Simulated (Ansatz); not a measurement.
System: PH₃, charge 0, triplet. This triplet is an excited state, 3.5 eV above the singlet at CCSD(T)/cc-pV(5+d)Z (Ansatz, a quantum-chemistry and plane-wave program). PH3 (parent SMILES P, triplet).
B3LYP-D3(BJ)/def2-TZVP minimum from Ansatz:
```xyz
4

P     -0.0702     0.0069     0.0178
H      0.0448     1.5445     0.0807
H      1.2917    -0.1273    -0.3269
H     -0.2829    -1.5211    -0.0205
```
Charge 0, spin multiplicity 3.

Total energies in cc-pV(T+d)Z, 8 correlated electrons, 5 frozen orbitals. Radicals and triplets start from unrestricted determinants; spin-orbit coupling is neglected. Cores are frozen in correlated methods. No relativity. The UHF reference of H3P (parent SMILES P, triplet) is spin-contaminated (<S^2> up to 0.04 over the pure value in the sets run). The spin of H3P (parent SMILES P, triplet) was assumed, and the state is the lowest solution found for it.

```
method    program  energy (Eh)  minus CCSDT(Q) (mEh)
--------  -------  -----------  --------------------
HF         Ansatz   -342.38314                185.26
MP2        Ansatz   -342.53072                 37.68
CCSD       Ansatz   -342.56111                  7.28
CCSD(T)    Ansatz   -342.56710                  1.30
CCSDT(Q)   Ansatz   -342.56840                  0.00
```

Rough core times of Ansatz's runs on a shared machine: CCSD(T) under 20 s, CCSDT(Q) 3 min.
